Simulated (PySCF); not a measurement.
Species: C4H4NO (doublet state).
SMILES with atom numbers: `[CH3:1][C:2](=[O:3])[CH:4][C:5]#[N:6]` (hydrogens: H7, H8, H9 on C1; H10 on C4)

Structure used (GFN2-xTB), in Å, numbered top down from 1:
```
atom  x, y, z in Å
C1     1.1868   -0.4459   -0.1441
C2     0.3974    0.7622    0.2812
O3     0.9079    1.7982    0.6639
C4    -1.0521    0.6317    0.2093
C5    -1.6876   -0.5062   -0.2137
N6    -2.2124   -1.4740   -0.5727
H7     0.9488   -0.6992   -1.1760
H8     2.2505   -0.2438   -0.0527
H9     0.9208   -1.2999    0.4765
H10   -1.6511    1.4816    0.5056
```

The hyperfine couplings belong to this conformer and change with its torsions.

Computed with UKS B3LYP, pcH-1 on C H N O, non-relativistic, mean-field spin-orbit, GIAO (PySCF). Isolated species at its GFN2-xTB geometry (one conformer only). A GFN2-xTB geometry isn't a minimum of the functional, and hyperfine couplings can be far from their values at a DFT geometry. No stability test was run, so a lower SCF solution isn't excluded.

(1) The isotropic 13C couplings are +63.6, -53.7, -34.7, -1.4 MHz. Assign them to C1; C2; C4; C5.

(2) Match the computed a_iso(1H) values -50.0, -2.8 MHz (means over equivalent nuclei) with the sites H7/H8/H9; H10.

## Answers

(1) 
```tsv
site	a_iso (MHz)	ρ(0) (bohr⁻³)	position	distance from C4 (Å)	spin population	largest |T| (MHz)
C1	-1.4	-0.0012	2 bonds from C4	2.51	+0.01	0.8
C2	-34.7	-0.0308	1 bond from C4	1.46	-0.12	14.3
C4	+63.6	+0.0565	largest spin population	0.00	+0.75	117.8
C5	-53.7	-0.0478	1 bond from C4	1.37	-0.20	21.1
```

(2) 
```json
{"site": "H7/H8/H9", "a_iso (MHz)": "-2.8", "ρ(0) (bohr⁻³)": "-0.0006", "position": "γ, 3 bonds from C4", "distance from C4 (Å)": "2.99", "bound to": "C1", "spin population there": "+0.01", "largest |T| (MHz)": "3.2"}
{"site": "H10", "a_iso (MHz)": "-50.0", "ρ(0) (bohr⁻³)": "-0.0112", "position": "α, 1 bond from C4", "distance from C4 (Å)": "1.08", "bound to": "C4", "spin population there": "+0.75", "largest |T| (MHz)": "28.1"}
```

ρ(0) is the spin density at the nucleus and T the dipolar tensor; entries for several nuclei are means. Largest spin populations (Mulliken): C4 (+0.75), N6 (+0.37), O3 (+0.22) and C5 (-0.20). Three atoms exceed +0.15. The positive populations add up to 1.36 and the negative ones to -0.36, together 2S = 1. The angles at C4 add up to 360.0°, so it is planar; its axial dipolar tensor and the negative coupling of its proton fit spin in a p orbital normal to that plane.

Class means assume fast exchange of nuclei equivalent by connectivity; if that motion is slow, each nucleus keeps its own coupling.

Time: 37 s of wall time (with the writing of density and orbital grids); peak memory 0.66 GiB. Hardware: one thread of an Arm Neoverse N1, no GPU, shared host with 48 logical CPUs at a one-minute load of 20.
